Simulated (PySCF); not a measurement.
Methylsilylchloride, CH₅ClSi.
Numbering: `[CH3:1][SiH2:2][Cl:3]` (hydrogens: H4, H5, H6 on C1; H7, H8 on Si2)

The closed-shell ground state was solved at several levels (PySCF, density fitting, gas phase, non-relativistic). Geometry: PBE0-D3(BJ)/def2-SVP; no solvent, vibrations or thermal averaging.

```
              level  basis functions  total energy (Eh)  HOMO (eV)  LUMO (eV)  gap (eV)  dipole (D)
    B3LYP/def2-TZVP              135          -790.9422      -8.50       0.03      8.53        1.88
      PBE0/pcSseg-1               90          -790.4970      -8.78       0.23      9.01        2.19
      B3LYP/cc-pVTZ              168          -790.9499      -8.49       0.06      8.55        1.93
CAM-B3LYP/def2-SVPD              111          -790.5934     -10.15       0.96     11.11        2.04
       B3LYP/6-31G*               60          -790.8541      -8.36       0.12      8.48        2.30
B3LYP/aug-cc-pVTZ-J              282          -790.9646      -8.54      -0.41      8.13        1.91
```

Question: Estimate the row for KT2/pcSseg-2, a basis of 192 functions; the other rows only guide the guess.

Answer: Total energy -797.5382 Eh, HOMO -7.51 eV, LUMO -0.84 eV, gap 6.67 eV, dipole 2.02 D.

Question: Over all these levels, which gives the widest orbital gap and which the narrowest?

Answer: CAM-B3LYP/def2-SVPD (range-separated hybrid) has the widest, 11.11 eV, and KT2/pcSseg-2 (GGA) the narrowest, 6.67 eV. Functional and basis both differ between the two, so the spread mixes both effects.

Question: How much does the basis alone move the frontier levels among the 4 B3LYP rows?

Answer: The HOMO by 0.18 eV and the LUMO by 0.53 eV. By rising basis size (HOMO, LUMO in eV): 6-31G* -8.36, 0.12; def2-TZVP -8.50, 0.03; cc-pVTZ -8.49, 0.06; aug-cc-pVTZ-J -8.54, -0.41.

Question: How far do the dipole and the HOMO energy spread over the levels?

Answer: The dipole runs from 1.88 to 2.30 D (mean 2.04 D) and the HOMO from -10.15 to -7.51 eV.
